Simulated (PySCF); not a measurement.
# Molecular orbitals of LiB

TPSS at R = 2.135 Å; Li def2-TZVPP, B def2-TZVPP; no relativity (PySCF 2.14). State: ³Π (triplet), unpaired electrons σ ↑, π ↑. Only the outer orbitals are listed, counted within each symmetry.

```tsv
spin	orbital	occ.	ε (eV)	on Li (%)	main shells (%)
α	2σ	1	-52.60	100	100 Li s
α	3σ	1	-8.91	6	94 B s
α	4σ	1	-3.61	17	81 B p, 16 Li s
α	1π	1	-3.10	17	82 B p, 16 Li p
α	1π	0	-2.42	21	79 B p, 20 Li p
α	5σ	0	-1.82	98	78 Li s, 20 Li p
α	2π	0	0.05	89	87 Li p, 11 B p
β	2σ	1	-52.47	100	100 Li s
β	3σ	1	-7.10	8	89 B s
β	1π	0	-1.83	24	76 B p, 23 Li p
β	4σ	0	-1.82	79	76 Li s, 18 B p
β	1π	0	-1.24	45	54 B p, 45 Li p
```

Q: Which are the highest filled and the lowest empty level, where do they sit, and how wide is the gap?

A: Highest filled α 1π at -3.10 eV (in %: 82 B p, 16 Li p); lowest empty α 1π at -2.42 eV (in %: 79 B p, 20 Li p); the gap at TPSS is 0.68 eV. Both belong to one degenerate shell, split only by its one-sided filling, so this is no excitation gap.

| Item | Value |
| --- | --- |
| bond order (Mayer) | 0.80 |
| ⟨S²⟩ | 2.004 |
| charge on Li (Mulliken, basis-dependent) | 0.52 |
| charge on Li (Löwdin, basis-dependent) | 0.22 |
| dipole moment (positive dipole means Li(−)B(+)) | -5.52 D |

The state is the lowest determinant that a PBE0 search found; another state may lie lower at other levels.
